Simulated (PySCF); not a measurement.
## Converging LiB in the basis (PBE0)

PySCF, UKS reference; triplet, unpaired electrons σ ↑, π ↑; De to Li + B without counterpoise correction.

| basis | relativity | functions | Re (Å) | ωe (cm⁻¹) | De (eV) | μ (D) |
| --- | --- | --- | --- | --- | --- | --- |
| 3-21G | no relativity | 18 | 2.191 | 535 | 1.34 | -5.16 |
| pcseg-1 | no relativity | 23 | 2.144 | 541 | 1.32 | -5.74 |
| 6-31G(d,p) | no relativity | 28 | 2.146 | 545 | 1.30 | -4.82 |
| def2-SVPD | no relativity | 32 | 2.130 | 564 | 1.45 | -5.78 |
| def2-TZVP | no relativity | 45 | 2.130 | 547 | 1.33 | -5.80 |
| def2-TZVPP | no relativity | 50 | 2.131 | 547 | 1.34 | -5.79 |
| cc-pVTZ | no relativity | 60 | 2.132 | 545 | 1.37 | -5.69 |

Task: How does each smaller set differ from the one with most functions, cc-pVTZ?

Result: 3-21G: +5.9 pm, -1.8 % in ωe, -0.03 eV in De; pcseg-1: +1.2 pm, -0.7 % in ωe, -0.05 eV in De; 6-31G(d,p): +1.4 pm, +0.0 % in ωe, -0.07 eV in De; def2-SVPD: -0.2 pm, +3.5 % in ωe, +0.08 eV in De; def2-TZVP: -0.2 pm, +0.4 % in ωe, -0.04 eV in De; def2-TZVPP: -0.1 pm, +0.4 % in ωe, -0.03 eV in De. All at PBE0; the set with most functions is neither the basis-set limit nor always the best.

A positive dipole means Li(−)B(+). 3-21G is very small, so such numbers show the basis as much as the molecule. The state is the lowest determinant that a PBE0 search found; another state may lie lower at other levels.
